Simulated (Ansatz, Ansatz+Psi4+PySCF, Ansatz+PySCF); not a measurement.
```xyz
6

C     0.0000    0.0146   -0.3734
N     0.0000    0.5842    0.9459
H     0.0000   -0.1964    1.6118
H     0.0000    0.7992   -1.1306
H     0.8376   -0.6008   -0.5268
H    -0.8376   -0.6008   -0.5268
```

Basis set: cc-pVTZ (spherical functions). Frozen core: 2 orbitals. Correlation on ROHF uses semicanonical orbitals with singles. Charge 0, multiplicity 2.

Computed with Ansatz (development build ahead of 0.2.0); each method stands on the lowest determinant of its kind that the runs found.

The atomization energy at this shape (free ground-state atoms in the same class of orbitals less the molecule, no zero-point energy) of doublet CH₄N:

```csv
method,atomization energy
ROHF-CCSD(T),1919.1 kJ/mol
ROHF-MP2,1916.8 kJ/mol
UHF-MP2,1913.8 kJ/mol
ROHF,1418.3 kJ/mol
```

Question: What does UHF give?

Answer: 1411.0 kJ/mol.
